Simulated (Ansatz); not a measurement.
For rock-salt NaI, r²SCANh in Ansatz (PAW) gives:

```
Quantity                      Value
-------------------------  --------
elastic constant C11       35.7 GPa
elastic constant C44       8.18 GPa
polycrystal shear modulus  10.1 GPa
```

Question: What does Hartree–Fock (Ansatz, an electronic-structure program, PAW) give for the same quantities?

Answer: 
- elastic constant C11: 22.2 GPa (decreases by 38 %)
- elastic constant C44: 8.16 GPa (stays essentially unchanged)
- Voigt–Reuss–Hill shear modulus: 7.73 GPa (shrinks by 23 %)

Changes are worked out from the printed values.

Unless a cell is named, each level is at its own relaxed cell (r²SCANh 33.59, Hartree–Fock 38.18 Å³/atom).

Ansatz's density-functional and Hartree–Fock values are scalar-relativistic unless marked +SOC, with PAW data made under PBE.
